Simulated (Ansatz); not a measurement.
Rock-salt TiN

All values below come from PBE0 (PAW; Ansatz, a first-principles code).

Numerical settings: plane-wave cutoff 460 eV, 12×12×12 k mesh, Fermi–Dirac smearing 0.05 eV, no spin polarisation, scalar-relativistic PAW data made under PBE.

Cell (relaxed at this level):

```xyz
2
Lattice="0.0000 2.1030 2.1030 2.1030 0.0000 2.1030 2.1030 2.1030 0.0000" Properties=species:S:1:pos:R:3 pbc="T T T"
Ti     0.0000     0.0000     0.0000
N      2.1030     2.1030     2.1030
```

| Quantity | Result |
|---|---|
| bulk modulus | 314 GPa |
| pressure derivative B′ of the bulk modulus | 4.2 |

Measured, for comparison: bulk modulus 288 GPa (temperature not stated, not corrected to a static lattice; as tabulated in Krasnenko and Brik (2013), arXiv:1306.3139). Computed (rounded) less measured: bulk modulus +9 %. A static lattice is as a rule a little smaller and stiffer than an uncorrected measurement, which narrows the difference in the bulk modulus and would widen misses of the other sign.

Note: the run has no spin polarisation, so it can have missed a magnetic state.

Cost on a shared machine: very roughly 40 core-minutes.
